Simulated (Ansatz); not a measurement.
A basis-limit estimate, worked out

The pair of OH⁻ (SMILES [OH-], atoms 1–2) and C₂H₄ (SMILES C=C, atoms 3–8), both closed shells, in one local arrangement (a lower one may exist), relaxed at PBE0-D4/def2-TZVPD:

```xyz
8
angstrom
O 0.6085 -0.5207 -2.3351
H -0.0506 -1.0556 -2.7882
C 0.3958 0.3792 0.4178
C -0.5816 0.1455 1.2876
H 0.4036 -0.0072 -0.6375
H 1.2461 0.9828 0.7413
H -0.5746 0.5275 2.3083
H -1.4472 -0.4514 1.0058
```

Both fragments are computed in the basis of the whole pair.

Ansatz 0.2.0; basis: def2-TZVPPD and def2-QZVPPD; cores frozen in the correlated methods.

Energies in eV:

| quantity | pair | first fragment | second fragment |
| --- | --- | --- | --- |
| Hartree–Fock, triple zeta (X = 3) | -4176.74799 | -2052.15654 | -2124.23258 |
| Hartree–Fock, quadruple zeta (X = 4) | -4176.92495 | -2052.23084 | -2124.33052 |
| MP2 correlation, X = 3 | -16.95338 | -7.75708 | -9.14810 |
| MP2 correlation, X = 4 | -18.04919 | -8.29039 | -9.69460 |
| CCSD(T) correlation, X = 3 | -18.24837 | -7.95757 | -10.23014 |

Question: Work out the interaction energy at the basis limit: extrapolate Hartree–Fock as E(X) = E∞ + A exp(−7.88 √X) and the MP2 correlation as E(X) = E∞ + B X^−2.97 (the exponents that Neese and Valeev fitted for def2-TZVPP and QZVPP, reused here for the diffuse sets), then add CCSD(T) − MP2 in triple zeta.

Answer: Each step is linear, so take the differences first (pair − first fragment − second fragment): Hartree–Fock -0.35887 (X = 3) and -0.36359 (X = 4); MP2 correlation -0.04820 and -0.06420; CCSD(T) correlation -0.06066.
Two points give E∞ = E(4) + w [E(4) − E(3)], with w = 1/(exp(7.88 (2 − √3)) − 1) = 0.1377 for Hartree–Fock and w = 1/((4/3)^2.97 − 1) = 0.7407 for the correlation.
Hartree–Fock: -0.36359 + 0.1377 × (-0.00472) = -0.3642 eV.
MP2 correlation: -0.06420 + 0.7407 × (-0.01600) = -0.0761 eV.
CCSD(T) − MP2: -0.06066 − (-0.04820) = -0.0125 eV.
Sum: -0.3642 + (-0.0761) + (-0.0125) = -0.4528 eV, or -10.44 kcal/mol. Plain CCSD(T) in triple zeta gives -0.4195 eV, so the larger basis shifts the result by -0.0333 eV.

No T1 diagnostic of these runs exceeds 0.026.

For scale, one of the runs: CCSD(T)/def2-TZVPPD, 199 basis functions, launched by `ansatz run in.yaml --threads 2 --pin off --events-out ev --progress --plain --max-ram 5222MiB`. Time: 64 s of wall clock on 2 CPU threads; the host was shared. Peak host memory: 2.5 GiB.
